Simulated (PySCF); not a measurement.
## Computed spin Hamiltonian

Compound: C5H8O (charge -1 and doublet state).
Numbering: `[CH3:1][C:2]([O-:3])[CH:4]1[CH2:5][CH2:6]1` (hydrogens: H7, H8, H9 on C1; H10 on C4; H11, H12 on C5; H13, H14 on C6)

Structure used (GFN2-xTB), in Å, numbered top down from 1:
```
atom  x, y, z in Å
C1     1.7645   -0.0512   -0.4077
C2     0.8574    0.8792    0.3756
O3     1.3397    1.9407    0.9635
C4    -0.5541    0.5410    0.4883
C5    -1.4319   -0.0309   -0.6406
C6    -1.1245   -0.8824    0.5667
H7     1.3989   -0.2308   -1.4287
H8     2.7562    0.3953   -0.4753
H9     1.8730   -1.0386    0.0708
H10   -1.0814    1.2569    1.1150
H11   -0.9669   -0.3059   -1.5769
H12   -2.4455    0.3364   -0.7562
H13   -0.4523   -1.7171    0.4262
H14   -1.9337   -1.0931    1.2573
```

The hyperfine couplings belong to this conformer and change with its torsions.

Theory: PySCF, UKS B3LYP, pcH-1 on C H O, non-relativistic, mean-field spin-orbit, GIAO. Whether the extra electron is bound in the gas phase wasn't checked; a finite basis holds it in any case. A GFN2-xTB geometry isn't a minimum of the functional, and hyperfine couplings can be far from their values at a DFT geometry, by a factor of two or more for some ions and for spin on atoms past the first row. No stability test was run, so a lower SCF solution isn't excluded.

| Item | Value |
| --- | --- |
| g1, g2, g3 | 2.00222, 2.00454, 2.00554 |
| g_iso | 2.00410 |
| Form of g | rhombic: the two nearest values differ by 30 % of g3 − g1 |
| ⟨S²⟩ | 0.7537 (exact 0.7500) |
| α and β electrons | 24, 23 |
| HOMO–LUMO gap, α and β orbitals | 1.91, 5.10 eV |

Isotropic coupling and dipolar principal values T1 to T3, in MHz; ρ(0) is the spin density at the nucleus:

```
atom  isotope  a_iso      T1     T2    T3  Mulliken spin population  ρ(0) (bohr⁻³)
  C1      13C  -28.0    -1.4   -0.8   2.1                     -0.05        -0.0249
  C2      13C   43.1   -51.4  -48.4  99.9                      0.52         0.0383
  O3      17O  -34.0  -121.9   59.0  62.9                      0.33         0.0561
  C4      13C  -36.9    -2.7   -1.1   3.8                     -0.04        -0.0328
  C5      13C   60.4    -7.8   -7.4  15.2                      0.07         0.0537
  C6      13C   52.3    -7.2   -6.9  14.1                      0.07         0.0465
  H7       1H   47.7    -4.1   -3.0   7.2                      0.03         0.0107
  H8       1H    2.5    -3.9   -3.3   7.2                      0.00         0.0006
  H9       1H   65.2    -4.2   -3.1   7.3                      0.05         0.0146
 H10       1H    1.6    -3.8   -3.6   7.4                      0.00         0.0004
 H11       1H   -5.0    -4.7   -0.5   5.2                      0.00        -0.0011
 H12       1H   -3.5    -4.6   -2.1   6.7                      0.01        -0.0008
 H13       1H   -4.8    -4.5   -0.2   4.7                      0.00        -0.0011
 H14       1H   -2.3    -4.3   -1.8   6.2                      0.01        -0.0005
```

The Mulliken spin populations are largest on C2 (+0.52), O3 (+0.33), C5 (+0.07) and C6 (+0.07). The angles at C2 add up to 360.0°, so it is planar.

C2, the radical centre as drawn in `C[C]([O-])C1CC1`, holds a spin population of +0.52 out of 1.

Axes: g2 points within 13° of the C2–C4 bond.

Under fast tumbling the dipolar parts average out, and these isotropic splittings remain: 3 × 1H (H7/H8/H9, I = 1/2, 4 lines) with 1.37 mT, 2 × 1H (H11/H13, I = 1/2, 3 lines) with 0.17 mT, 2 × 1H (H12/H14, I = 1/2, 3 lines) with 0.10 mT and 1 × 1H (H10, I = 1/2, 2 lines) with 0.06 mT.

Means are taken over nuclei equivalent by connectivity, which assumes that they swap fast. The three 1H nuclei of mean +38.5 MHz run from 2.5 to 65.2 MHz in the frozen geometry.

The 13C coupling of C5/C6 (mean 56.3 MHz) shows only in satellite lines or after enrichment, since that isotope makes up about 1.07 % of natural carbon.

The 17O coupling of O3 (-34.0 MHz) shows only in satellite lines or after enrichment, since that isotope makes up about 0.038 % of natural oxygen.
